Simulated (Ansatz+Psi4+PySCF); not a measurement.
The numbers below are computed, except where a source is named.
## Ansatz (development build ahead of 0.2.0) run

```yaml
crystal:
  periodic: [false, false, false]
  atoms:
    - { symbol: H, position_ang: [-0.27582, -1.91883, -0.00213] }
    - { symbol: O, position_ang: [-0.86887, -0.62537, -0.02869] }
    - { symbol: "N", position_ang: [-0.01209, 0.2327, 0.01272] }
    - { symbol: "N", position_ang: [1.02249, 0.70449, -0.01645] }
basis:
  gaussian: { orbitals: cc-pVTZ }
magnetization:
  spin_polarized: true
  initial_magnetization: 1
hamiltonian:
  xc: hf
correlation:
  method: mp2
  frozen_orbitals: { H: 0, "N": 1, O: 1 }
```

The input is written out in the form of the current development build from the run's settings.

The run gave:

| Property | Result |
| --- | --- |
| Converged | yes |
| Reference energy | -184.20501 hartree |
| Correlation energy | -0.62577 hartree |
| Total energy | -184.83078 hartree |
| Spin squared of the determinant | 1.036 |
| Stability test | minimum |

Caution: the unrestricted determinant is spin contaminated.
